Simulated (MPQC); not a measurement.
# [PH2]− (phosphanide) at SVWN1/STO-2G

What is the energy difference between two shapes of [PH2]− (phosphanide) at SVWN1/STO-2G? 

Program for the calculation: MPQC 2.3.1.

2 further runs of the same task are left out: 1 that didn't finish, 1 set aside as unsound or not needed.

## Step 1: The molecule

[PH2]−: 3 atoms, total charge -1, spin state singlet. As SMILES, `[PH2-]`. The coordinates come from a GFN2-xTB relaxation.

Bond lengths: P1–H2 1.345 Å, P1–H3 1.345 Å. Angles: H2–P1–H3 91.0°.

## Step 2: Energy and gradient at SVWN1/STO-2G

mol.in reads:

```
% H2P
symmetry: auto
memory: 1000000000
gradient: yes
charge: -1
molecule: (angstrom)
  P  0.498920 -0.293580 0.245050
  H  0.105590 0.990220 0.165130
  H  -0.604500 -0.696650 -0.410180
method: KS (xc = SVWN1)
checkpoint: no
basis: STO-2G
```

Command:

```sh
$ mpqc -o mol.out mol.in
```

Log:

```text
MPQC: Massively Parallel Quantum Chemistry
[...]
  Integrated electron density error = 0.000001309887
  iter     1 energy = -327.7940180665 delta = 7.53473e-01
  Integrated electron density error = -0.000005525953
  iter     2 energy = -327.8107621140 delta = 7.45578e-02
[...]
  Integrated electron density error = 0.000000001046
  iter     5 energy = -327.8185201078 delta = 1.86510e-04
  Integrated electron density error = 0.000000001077
  iter     6 energy = -327.8185201080 delta = 3.22619e-06
  Integrated electron density error = 0.000000001077
  iter     7 energy = -327.8185201081 delta = 8.37628e-07
[...]
  LUMO is     3  B2 =   0.587464
  total scf energy = -327.8185201081
[...]
  Integrated electron density error = 0.000000000902
  Total Gradient:
[...]
Value of the MolecularEnergy: -327.8185201081
  Gradient of the MolecularEnergy:
      1   -0.0666185862
      2    0.0392001797
      3   -0.0327205590
      4    0.0186165126
      5   -0.0545060965
      6    0.0044560578
      7    0.0480020736
      8    0.0153059169
      9    0.0282645012
  Closed Shell Kohn-Sham (CLKS) Parameters:
    Function Parameters:
[...]
        symmetry = c2v
[...]
```

Run time: 0.82 s. Hardware: 1 thread of Intel Xeon at 2.50GHz (Skylake/Cascade Lake), shared host.

## Step 3: The distorted shape

mol.in reads:

```
% job: H2P
molecule: (angstrom)
  P      0.517357    -0.278139     0.149121
  H      0.179128     1.006702     0.132223
  H     -0.658001    -0.721348    -0.426483
memory: 1000000000
method: KS (xc = SVWN1)
symmetry: auto
basis: STO-2G
multiplicity: 1
gradient: yes
charge: -1
checkpoint: no
```

Command:

```sh
$ mpqc -o mol.out mol.in
```

Log:

```text
MPQC: Massively Parallel Quantum Chemistry
[...]
  Integrated electron density error = -0.000005760792
  iter     1 energy = -327.7938854964 delta = 7.52789e-01
  Integrated electron density error = -0.000002053102
  iter     2 energy = -327.8109195889 delta = 7.50791e-02
[...]
  Integrated electron density error = 0.000000014865
  iter     7 energy = -327.8186087679 delta = 7.55005e-06
  Integrated electron density error = 0.000000014865
  iter     8 energy = -327.8186087681 delta = 2.27364e-06
  Integrated electron density error = 0.000000014864
  iter     9 energy = -327.8186087681 delta = 7.01784e-08
[...]
  LUMO is     8  A' =   0.593131
  total scf energy = -327.8186087681
[...]
  Integrated electron density error = 0.000000014771
  Total Gradient:
[...]
Value of the MolecularEnergy: -327.8186087681
  Gradient of the MolecularEnergy:
      1   -0.0552786942
      2    0.0640563628
      3   -0.0181302658
      4    0.0257427184
      5   -0.0660643214
      6    0.0046271766
      7    0.0295359758
      8    0.0020079586
      9    0.0135030891
  Closed Shell Kohn-Sham (CLKS) Parameters:
    Function Parameters:
[...]
        symmetry = cs
[...]
```

Wall time 1 s (1 thread of Intel Xeon at 2.50GHz (Skylake/Cascade Lake), shared host).

## Step 4: What came out

At SVWN1/STO-2G:

| quantity | value |
| --- | --- |
| first shape: total energy | -327.81852 Eh |
| first shape: HOMO energy | 8.00 eV |
| first shape: LUMO energy | 15.99 eV |
| first shape: HOMO–LUMO gap (to an unbound level, set by the basis) | 7.98 eV |
| first shape: largest force on an atom | 4.316 eV/Å |
| distorted shape: total energy | -327.81861 Eh |
| distorted shape: HOMO energy | 8.02 eV |
| distorted shape: LUMO energy | 16.14 eV |
| distorted shape: HOMO–LUMO gap (to an unbound level, set by the basis) | 8.12 eV |
| distorted shape: largest force on an atom | 4.450 eV/Å |
| energy change with the atoms displaced | -0.002 eV |

In words: With the atoms displaced the energy falls by 0.00 eV (0.1 kcal/mol). The first shape isn't relaxed at this level, so the change isn't measured from a minimum. The minimal basis adds a large error of its own. The largest force (first shape) is 4.32 eV/Å: the shape isn't a stationary point for this species at this level. The HOMO (first shape) lies at positive energy, 8.00 eV; only total energies tell whether the electron is bound. The HOMO (distorted shape) lies at positive energy, 8.02 eV; only total energies tell whether the electron is bound.
